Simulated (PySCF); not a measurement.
# NMR data sheet: Glyoxal

- Formula: C2H2O2
- SMILES: O=CC=O
- InChI: InChI=1S/C2H2O2/c3-1-2-4/h1-2H
- Point group of the computed structure: C2h
- Degrees of unsaturation: 2
- Carbon signals: 1
- Proton signals: 1

Atom-mapped SMILES (the numbers label the heavy atoms): `[O:1]=[CH:2][CH:3]=[O:4]`. Each H is labelled by its parent atom.

Isolated molecule, a single conformation, non-relativistic, rapidly exchanging positions averaged. J: B3LYP/pcJ-1; GIAO PBE0/pcSseg-1 shieldings; PBE0-D3(BJ)/def2-SVP geometry; PySCF 2.14.

δ = σ(ref) − σ, references computed at the same level: ¹H, ¹³C against TMS; ¹⁷O against H2O.

```tsv
carbon	δC, type	δH (multiplicity, J in Hz)	HMBC from (abs. J ≥ 3 Hz)	span of the C tensor (ppm)
C2/C3	194.5, CH	9.07 (s)	H(C2)/H(C3)	181
```

Other nuclei:
```csv
atoms,nucleus,environment,δ (ppm),σ (ppm)
O1/O4,¹⁷O,aldehyde oxygen,749.5,-414.9
```

Selected couplings (Hz, signed; the shortest-range and largest first, 30 at most; isotopes ¹³C, ¹H): ¹J(C2,H(C2)) 188.6.

Carbon types of the structure: 2 × CH, which accounts for all hydrogens. δC 194.5: aldehyde carbonyl carbon; low-lying n→π* states of the double bond to the heteroatom give a large paramagnetic term (-261 ppm). δH 9.07: hydrogen on an aldehyde carbonyl carbon; the C=O anisotropy and electron withdrawal place aldehyde protons far downfield.

Shifts are as computed. Against solution values, carbons near 30 ppm lie about +2 ppm off and those near 130 ppm about +5 ppm. Of 1211 compounds with measured shifts, 218 miss one by over three times the rms of a fit or turn the order of signals round; such compounds aren't used in these exercises. Unscaled 17O shifts of doubly bonded oxygen tend to come out too high, by tens of ppm or more. Experimental scales use liquid or dissolved standards, which lie at an offset from isolated H2O (liquid H2O: subtract about 36 ppm).
